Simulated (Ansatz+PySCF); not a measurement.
Two shapes of doublet CH4O(+).

Shape 1:

```xyz
6

C     0.0000    0.0736   -0.3393
O     0.0000   -0.5404    0.8687
H     0.7877   -0.3830   -0.9172
H     0.0000    0.0738    1.6412
H     0.0000    1.1589   -0.3361
H    -0.7877   -0.3830   -0.9172
```

Shape 2:

```xyz
6

C     0.0000    0.0877   -0.3214
O     0.0000   -0.5262    0.8866
H     0.8607   -0.4112   -0.9530
H     0.0000    0.0880    1.6590
H     0.0000    1.1730   -0.3183
H    -0.8607   -0.4112   -0.9530
```

Basis set: cc-pVTZ (spherical functions). Left uncorrelated: 2 orbitals. Correlation on ROHF uses semicanonical orbitals with singles. Charge 1, multiplicity 2.

Computed with Ansatz (development build ahead of 0.2.0); each method stands on the lowest determinant of its kind that the runs found.

Q: Which shape is lower in energy, and by how much in each method?

A:

```tsv
method	E(2) − E(1) (eV)
ROHF	0.199
UHF	0.174
ROHF-MP2	0.035
UHF-MP2	0.027
ROHF-CCSD(T)	0.013
```

Shape 1 is lower. Caution for ROHF-MP2, ROHF-CCSD(T): large amplitudes, a single reference is doubtful.
